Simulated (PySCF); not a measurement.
## TDDFT excited states: [H2Cl]+

Compound: the chloronium Ion, H2Cl (charge +1).
InChI=1S/ClH2/h1H2/q+1

Computed with TDDFT wB97X-D/def2-SVPD, vertical, gas phase, core orbitals frozen in the response (PySCF). Isolated species at its GFN2-xTB geometry, gas phase.

Problem. Predict the UV-vis stick spectrum at this level.

Solution. 

```
state  E (eV)  λ (nm)       f  symmetry  main configurations (H = HOMO, L = LUMO)
   S1    8.96   138.3  0.0000         –                                H→L (100%)
   S2    9.98   124.3  0.0069  B1 or B2                               H→L+1 (99%)
   S3   12.50    99.2   0.063  B1 or B2                               H-1→L (87%)
   S4   12.63    98.2   0.087        A1                             H-1→L+1 (94%)
   S5   13.44    92.3   0.080  B1 or B2                  H→L+2 (87%), H→L+6 (12%)
   S6   14.30    86.7  0.0000         –                               H→L+3 (98%)
   S7   14.47    85.7   0.186  B1 or B2                  H→L+4 (86%), H→L+6 (10%)
   S8   14.50    85.5  0.0068        A1     H→L+5 (48%), H-2→L (34%), H→L+8 (17%)
```

Triplets (Tamm–Dancoff): T1 8.44 eV, H→L (99%); T2 9.05 eV, H→L+1 (96%); T3 10.46 eV, H-1→L (96%).

The lowest singlet lies at 8.96 eV (138 nm, vacuum ultraviolet) and is dark (f under 0.0005); its leading configuration is HOMO→LUMO (100%). The most intense listed level is S7 at 14.47 eV (86 nm, f = 0.186), 5.50 eV above S1. Löwdin shares by element: HOMO chlorine 90%, hydrogen 10%; LUMO chlorine 61%, hydrogen 39%. The listed states span 5.53 eV, and the widest gap between neighbours is 2.52 eV (S2 to S3). Of the 8 states listed, 4 reach f = 0.01 and 2 stay under 0.0005. Weighted by f, the mean energy of these states is 13.54 eV. Symmetry labels in C2v follow from the direction of the transition dipole and are given only for states with f of 0.002 or more; B1 and B2 swap with the choice of axes. The window holds the lowest 8 singlets.
